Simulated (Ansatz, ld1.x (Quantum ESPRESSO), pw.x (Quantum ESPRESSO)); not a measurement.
Nb (Z = 41): one change to the RRKJ potential, in the atom and in the fcc crystal

```json
{
 "Element": "Nb (Z = 41)",
 "Generator": "ld1.x (Quantum ESPRESSO) 7.5",
 "Type": "norm-conserving RRKJ (Kleinman–Bylander form)",
 "Functional": "PBEsol",
 "Relativity": "scalar-relativistic",
 "Frozen core": "[Kr]",
 "Valence charge": "5",
 "Reference configuration": "4d4 5s1 5p0",
 "Partial waves": "5p (bound, empty): rc 3.95 bohr; 4d (bound): rc 2.55 bohr; 5s (bound): rc 2.45 bohr",
 "Local potential": "the s channel",
 "Core correction": "none"
}
```

Change: core correction a·sin(br)/r model core inside 1.40 bohr.

Cutoffs, loose and tight: the cutoffs (Ry, on a coarse ladder) from which the occupation-weighted sum of valence levels, in a spherical-Bessel basis at the reference potential, stays within 10 and 1 mRy of its value at 400 Ry. They do not see the model core or the augmentation charge, which bear on the density cutoff. Test errors are all-electron minus pseudo excitation energies from the reference, over the configurations 4d4 5s0 5p0; 4d3 5s0 5p0; 4d2 5s0 5p0; 4d3 5s1 5p0; 4d4 5s0 5p1; 4d3 5s1 5p1; 4d4 5s0.5 5p0; variants that change the core or the reference have their own tests.

Crystal test: fcc Nb in pw.x 7.5, no spin, 14³ k-points, Fermi–Dirac smearing 0.01 Ry, cutoffs set for each file from its atomic test. The reference is all-electron LAPW (Ansatz 0.2.0) with the same functional, mesh and smearing; V0 and B0 come from Birch–Murnaghan fits to the pressures at five volumes. Errors are pseudo minus all-electron; Δ is the rms difference of the E(V) curves that follow from these fits, minima aligned, over ±6 % about the mean V0. Mesh and smearing are coarse, so the numbers serve the comparison and aren't converged zero-temperature values; the lattice is a test structure that the element need not adopt.

All-electron: a0 = 4.172 Å (V0 = 18.15 Å³/atom), B0 = 173.4 GPa.

Question: Does the change bring the crystal closer to the all-electron result?

Answer: The mean pressure error goes from +8.32 to +4.34 GPa, so the change moves the solid closer to the all-electron pressures.

```tsv
quantity	base	changed
outcome (atom)	generated	generated
cutoff, loose (atom)	25 Ry	25 Ry
cutoff, tight (atom)	30 Ry	30 Ry
bound ghosts (atom)	none	none
largest test error (meV) (atom)	-86	-567
cutoffs in pw.x (Ry)	40/160	50/200
a0 (Å)	4.237	4.204
a0 error (%)	+1.56	+0.78
B0 error (%)	-5.9	+0.6
Δ (meV/atom)	31.7	16.4
mean pressure error (GPa)	+8.32	+4.34
```

Base: The largest radius (3.95 bohr) exceeds half the bond length (2.79 bohr), so the spheres overlap, which is one possible source of error among others. This is a poor potential for the solid. Changed file: The largest radius (3.95 bohr) exceeds half the bond length (2.79 bohr), so the spheres overlap, which is one possible source of error among others. This is a poor potential for the solid. The atomic cutoffs weigh occupied waves only.
